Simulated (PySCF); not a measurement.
AlOH, optimised at PBE0/def2-TZVP:

```xyz
3

Al     0.8051     0.6296    -1.0045
O     -0.1357    -0.1061     0.1693
H     -0.6694    -0.5235     0.8352
```

Computed with PySCF (xtb for GFN2) and rigid-rotor harmonic-oscillator thermochemistry at 1 bar. All species are closed-shell singlets.

Problem. List the harmonic frequencies (cm⁻¹, unscaled) at this level and at the other levels, each on its own geometry.

Solution. 
- PBE0/def2-TZVP: 118, 119, 848, 4025
- GFN2-xTB: 582, 582, 878, 3662
- PBE/def2-SVP: 293, 294, 839, 3877
